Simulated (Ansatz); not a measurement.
The first iterations of a band of H5NOSi (8 atoms, charge 0, multiplicity 1).

Theory: Ansatz 0.2.0, RKS LDA/def2-SVP.

* movable images: 9
* climbing image: yes
* spring: 5.0 eV/Å²
* optimiser: quadratic models (default)
* start path: through a guess of the saddle point
* force threshold: 0.05 eV/Å
* iteration limit: 60
* end points: relaxed

Image 0:

```xyz
8
Properties=species:S:1:pos:R:3
Si 0.259 0.040 0.017
O 0.562 -0.025 1.655
H -0.225 -0.098 2.225
H 1.641 0.095 -0.560
N -0.668 1.369 -0.544
H -1.675 1.300 -0.701
H -0.337 2.336 -0.519
H -0.520 -1.168 -0.441
```

Image 10:

```xyz
8
Properties=species:S:1:pos:R:3
Si 0.155 0.071 -0.730
O 0.802 0.103 1.370
H 0.475 -0.762 1.696
H 1.769 -0.010 1.254
N -0.877 1.456 -0.769
H -1.809 1.545 -0.353
H -0.553 2.335 -1.184
H -0.926 -0.889 -0.151
```

| iteration | highest image above the first end (eV) | largest band force component (eV/Å) |
| --- | --- | --- |
| 1 | 4.504 | 4.752 |
| 2 | 3.158 | 2.647 |
| 3 | 2.750 | 1.968 |
| 4 | 2.756 | 1.554 |

Task: Does the band converge within its limit, and where does its top end?

Result: The forces met the threshold. It ended after 14 iterations with the highest image 2.717 eV above the first end. Neighbouring images differ by up to 1.3 eV, so the band resolves the path poorly. A vibrational analysis at the climbing image gives one clearly imaginary mode, 1199i cm⁻¹: a first-order saddle point. The orbitals stay closed-shell, which can raise the energy where a bond breaks towards radicals; this wasn't checked here.

The run took 110 s on 1 thread of Arm Neoverse V2, with other jobs on the host, peak memory 0.12 GiB.
